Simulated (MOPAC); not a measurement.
MOPAC input (PM6):

```
PM6 PRECISE GNORM=0.05 LET XYZ GEO-OK AUX(PRECISION=9) THREADS=1
C2H3F

C     0.00476229 1    0.43392420 1   -0.00203639 1
C     1.18383408 1   -0.15360148 1    0.00493325 1
F    -1.14596015 1   -0.26718838 1   -0.00280751 1
H    -0.17580160 1    1.50100015 1   -0.00772733 1
H     1.28003303 1   -1.23028006 1    0.01036986 1
H     2.07783169 1    0.45203897 1    0.00524394 1
```

From the last part of the output:

```
                                                       MOPAC v23.2.5 Linux

          FINAL HEAT OF FORMATION =        -33.28782 KCAL/MOL =    -139.27622 KJ/MOL

          COSMO AREA              =         79.60 SQUARE ANGSTROMS
          COSMO VOLUME            =         61.21 CUBIC ANGSTROMS

          GRADIENT NORM           =          0.03984          =       0.01627 PER ATOM
          IONIZATION POTENTIAL    =         10.799225 EV
          HOMO LUMO ENERGIES (EV) =        -10.799  0.694
          NO. OF FILLED LEVELS    =          9
          MOLECULAR WEIGHT        =         46.0441         POINT GROUP:  Cs

          MOLECULAR DIMENSIONS (Angstroms)

            Atom       Atom       Distance
            H     6    F     3     3.30513
            H     5    H     4     2.99695
            H     5    C     2     0.00000

          SCF CALCULATIONS        =         21

   ATOM   CHEMICAL          X               Y               Z
  NUMBER   SYMBOL      (ANGSTROMS)     (ANGSTROMS)     (ANGSTROMS)

     1       C         -0.00605008  *   0.45719997  *  -0.00218495  *
     2       C          1.17280032  *  -0.15430635  *   0.00489738  *
     3       F         -1.12881272  *  -0.27372448  *  -0.00271565  *
     4       H         -0.22962377  *   1.51810384  *  -0.00799951  *
     5       H          1.30245447  *  -1.22886732  *   0.01044285  *
     6       H          2.11019976  *   0.38398310  *   0.00568099  *

                             CARTESIAN COORDINATES

   1    C       -0.006050084     0.457199973    -0.002184948
   2    C        1.172800317    -0.154306350     0.004897378
   3    F       -1.128812722    -0.273724481    -0.002715653
   4    H       -0.229623767     1.518103844    -0.007999507
   5    H        1.302454465    -1.228867318     0.010442846
   6    H        2.110199763     0.383983103     0.005680991

           Empirical Formula: C2 H3 F  =     6 atoms

      MOLECULAR POINT GROUP   :   Cs

                  EIGENVALUES
 -41.62282 -27.09100 -21.19851 -17.75215 -16.68607 -16.52978 -14.29895 -13.26849
 -10.79922   0.69373   3.09750   4.84433   5.16733   5.82438   6.18291

              NET ATOMIC CHARGES AND DIPOLE CONTRIBUTIONS

  ATOM NO.   TYPE          CHARGE      No. of ELECS.   s-Pop       p-Pop
    1          C           0.090753        3.9092     1.13763     2.77162
    2          C          -0.421920        4.4219     1.12021     3.30171
    3          F          -0.170167        7.1702     1.96920     5.20097
    4          H           0.146754        0.8532     0.85325
    5          H           0.180124        0.8199     0.81988
    6          H           0.174457        0.8255     0.82554
 DIPOLE           X         Y         Z       TOTAL
 POINT-CHG.     1.276     1.064    -0.001     1.662
 HYBRID        -0.196    -0.183     0.000     0.268
 SUM            1.081     0.881    -0.000     1.394

          ATOMIC ORBITAL ELECTRON POPULATIONS

     Atom    s        px        py        pz
    1  C   1.13763   0.85139   0.97103   0.94920
    2  C   1.12021   1.06230   1.15354   1.08587
    3  F   1.96920   1.45737   1.77866   1.96493
    4  H   0.85325
    5  H   0.81988
    6  H   0.82554

 **********************
 *                    *
 * JOB ENDED NORMALLY *
 *                    *
 **********************

 == MOPAC DONE ==
```

The geometry given is a B3LYP-D3(BJ)/def2-TZVP minimum.
